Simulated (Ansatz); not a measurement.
Species: C3H8N (charge 0, doublet). It need not be the lowest isomer of its formula. SMILES: N(C)(C)[CH2]
Structure (B3LYP-D3(BJ)/def2-TZVP (Ansatz, a program for electronic structure) minimum search):
```xyz
12

N      0.0005     0.0551     0.2183
C      0.0018     1.4267     0.0776
C      1.2189    -0.6517    -0.1159
C     -1.2208    -0.6490    -0.1109
H      0.9345     1.9380     0.2649
H     -0.9291     1.9401     0.2687
H      1.3617    -0.7396    -1.2032
H      1.1929    -1.6551     0.3115
H      2.0748    -0.1202     0.2993
H     -1.3683    -0.7365    -1.1976
H     -2.0739    -0.1156     0.3078
H     -1.1953    -1.6525     0.3164
```
Charge 0, spin multiplicity 2.

Computed values are from Ansatz. Correlated levels leave the core frozen unless marked. UHF or UKS for open shells. No spin-orbit coupling. Non-relativistic. CBS(X,Y): correlation extrapolated as X^-3; Hartree-Fock from the larger set. [CCSD(T)-MP2]/basis is that difference in the basis named.

* **atomisation energy De**: 4441.4 kJ/mol at RI-MP2/CBS(cc-pVTZ,cc-pVQZ)+[CCSD(T)-MP2]/cc-pVDZ
* **total energy**: -173.5947 Eh at RI-MP2/CBS(cc-pVTZ,cc-pVQZ)+[CCSD(T)-MP2]/cc-pVDZ
* **dipole moment**: 1.27 D at wB97M-V/def2-TZVPD
* **T1 diagnostic**: 0.018 at CCSD/aug-cc-pVDZ
